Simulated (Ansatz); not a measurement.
# CH5Al: the cost of one run

Method: PBE0-D4/def2-SVP; program: Ansatz 0.2.0, Gaussian basis.

16 further runs of the same task are left out: 16 set aside as unsound or not needed.

## Step 1: Starting geometry

The first end: 7 atoms, charge 0, spin multiplicity 1.

Atoms are counted from 1 here; the program's logs count them from 0.

Bond lengths: Al1–H2 1.590 Å, Al1–C3 1.950 Å, Al1–H5 1.590 Å, C3–H4 1.096 Å, C3–H6 1.095 Å, C3–H7 1.092 Å. Angles: H2–Al1–C3 119.8°, H2–Al1–H5 118.8°, C3–Al1–H5 121.4°, Al1–C3–H4 110.1°, Al1–C3–H6 111.2°, Al1–C3–H7 113.3°, H4–C3–H6 106.1°, H4–C3–H7 107.6°, H6–C3–H7 108.3°.

As a file:

```xyz
7
CH5Al
Al   -1.03202    0.18426   -0.11960
H    -2.07992   -0.80797    0.54898
C     0.87986   -0.14528    0.07958
H     1.17936   -0.00278    1.12458
H    -1.57654    1.43912   -0.93050
H     1.13150   -1.18129   -0.16936
H     1.49786    0.51405   -0.53368
```

The second end:

```xyz
7

Al   -0.4815    0.6153   -0.3828
H    -1.2589   -0.8886    0.8041
C     1.1624   -0.0943   -0.3917
H    -1.0263   -0.3842    1.3416
H    -1.7911    1.4477   -0.6225
H     1.4097   -0.9152    0.2761
H     1.9858    0.2194   -1.0250
```

## Step 2: The band at PBE0-D4/def2-SVP

neb/in.yaml

```yaml
crystal:
  periodic: [false, false, false]
  atoms:
    - {symbol: Al, position_ang: [-1.032022, 0.184256, -0.119600]}
    - {symbol: H, position_ang: [-2.079918, -0.807969, 0.548982]}
    - {symbol: C, position_ang: [0.879857, -0.145284, 0.079580]}
    - {symbol: H, position_ang: [1.179358, -0.002783, 1.124578]}
    - {symbol: H, position_ang: [-1.576535, 1.439124, -0.930504]}
    - {symbol: H, position_ang: [1.131501, -1.181292, -0.169361]}
    - {symbol: H, position_ang: [1.497861, 0.514049, -0.533676]}
basis:
  gaussian: {orbitals: def2-SVP}
hamiltonian: {xc: pbe0, dispersion: d4}
neb:
  images: 5
  climbing: true
  max_iterations: 40
  initial_path: idpp
  final_atoms:
    - {symbol: Al, position_ang: [-0.481511, 0.615270, -0.382762]}
    - {symbol: H, position_ang: [-1.258942, -0.888606, 0.804134]}
    - {symbol: C, position_ang: [1.162382, -0.094346, -0.391691]}
    - {symbol: H, position_ang: [-1.026269, -0.384175, 1.341619]}
    - {symbol: H, position_ang: [-1.791106, 1.447712, -0.622464]}
    - {symbol: H, position_ang: [1.409716, -0.915155, 0.276117]}
    - {symbol: H, position_ang: [1.985829, 0.219401, -1.024952]}
```

The run is started by

```console
ansatz run in.yaml --threads 2 --pin off --events-out ev --progress --plain --max-ram 4352MiB
```

**Question.** How long does this run take on 2 threads of Arm Neoverse V1, shared host?

About 54 s.
